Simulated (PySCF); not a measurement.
C3H7, SMILES C[CH]C (connectivity only; charge and spin as stated), charge +1, multiplicity 1. Heavy atoms are numbered as in [CH3:1][CH:2][CH3:3]. Hydrogens are named by the atom that carries them.

Geometry optimised at PBE-D3(BJ)/def2-TZVP. The spin state was assumed, not searched. The isomer is the one that the SMILES or the coordinates give; other isomers of the formula were not compared.

Method: PBE/pcSseg-1 in PySCF.

GIAO shieldings, no solvent; atoms alike by connectivity are averaged. δ = σ(ref) − σ: ¹³C against TMS (σ = 182.0 ppm); ¹H against TMS (σ = 31.49 ppm), references at their B3LYP-D3(BJ)/def2-TZVP geometries, non-relativistic.

```csv
nucleus,atoms,count,δ (ppm)
¹³C,C2 (CH),1,326.7
¹³C,C1 (CH3),2,63.1
¹H,H on C2,1,12.52
¹H,H on C1,6,5.11
```
